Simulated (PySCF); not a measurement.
Bonds broken one at a time in the series NC-X. Gas-phase values, no solvent. Strings in code marks are SMILES.

The four lowest singlet excitations (Tamm–Dancoff). These are PBE-D3(BJ)/def2-TZVP (PySCF) values and carry that method's errors. Excitations are Tamm–Dancoff values on a coarser integration grid. The basis has no diffuse functions, so Rydberg states are missing or too high.

| state | energy (eV) | wavelength (nm) | oscillator strength |
|---|---|---|---|
| S1 | 8.00 | 155 | 0.000 |
| S2 | 8.30 | 149 | 0.000 |
| S3 | 8.30 | 149 | 0.000 |
| S4 | 9.07 | 137 | 0.025 |

Q: Say which member gives these states.
A) `C#N`
B) `C=CC#N`
C) `CCC#N`
D) `BC#N`

A: A, `C#N`
